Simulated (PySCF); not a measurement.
C2H6O.
Atom-mapped SMILES: `[CH3:1][O:2][CH3:3]` (hydrogens: H4, H5, H6 on C1; H7, H8, H9 on C3)

Computed by this run: PBE0-D3(BJ)/def2-SVP geometry optimisation, gas phase (PySCF); density fitting, grid level 1; the optimiser is geomeTRIC in internal coordinates, started from a GFN2-xTB structure with every atom displaced at random (about 0.01 Å).

Geometry at step 1:
```
atom  x, y, z in Å
C1      1.0915    0.3358    0.2589
O2      0.1175    0.2766   -0.7251
C3     -1.0621   -0.2939   -0.2695
H4      1.2838   -0.6834    0.6881
H5      0.8512    1.0295    1.0933
H6      2.0194    0.6694   -0.2285
H7     -0.9574   -1.3748   -0.0374
H8     -1.8551   -0.1702   -1.0376
H9     -1.4514    0.1941    0.6479
```

Problem. What forces act on the atoms?

Solution. 
```tsv
atom	Fx (eV/Å)	Fy (eV/Å)	Fz (eV/Å)
C1	0.455	-0.576	-0.007
O2	-0.300	0.137	0.016
C3	-0.646	0.044	-0.090
H4	-0.014	0.415	-0.007
H5	-0.098	-0.070	-0.105
H6	0.034	0.076	0.121
H7	0.063	0.027	-0.065
H8	0.390	-0.109	0.097
H9	0.117	0.055	0.040
```

The largest, 0.73 eV/Å, acts on C1; the rms over all components is 0.235 eV/Å. The forces sum to zero within rounding, as they must for an isolated molecule in no field.

Problem. Give the force on C1 in Eh/bohr and in nN.

Solution. 0.734 eV/Å ÷ 51.422 = 0.01428 Eh/bohr, and 0.734 eV/Å × 1.602 = 1.18 nN.

Problem. How far is this geometry from the end of the optimisation?

Solution. 0.028 eV above it, and 0.096 Å rms away after alignment. The bonds farthest from their final lengths, with half the difference of the two atoms' forces along the bond (positive lengthens):

| bond | now (Å) | final (Å) | force along bond (eV/Å) |
| --- | --- | --- | --- |
| C1–H4 | 1.122 | 1.110 | -0.49 |
| C3–H8 | 1.111 | 1.099 | -0.44 |
| C1–O2 | 1.386 | 1.390 | +0.24 |
| O2–C3 | 1.387 | 1.391 | +0.15 |
| C1–H5 | 1.111 | 1.110 | +0.18 |

The angle farthest from its final value is H8–C3–H9, 105.8° against 108.4°.

Of the 2 listed bonds off by 0.010 Å or more, this force points towards the final length in 2.

The cost below is that of the whole optimisation. Hardware: an Arm Neoverse N1 with one thread, no GPU, on a shared host. Cost: 14 s, 0.31 GiB resident at most.
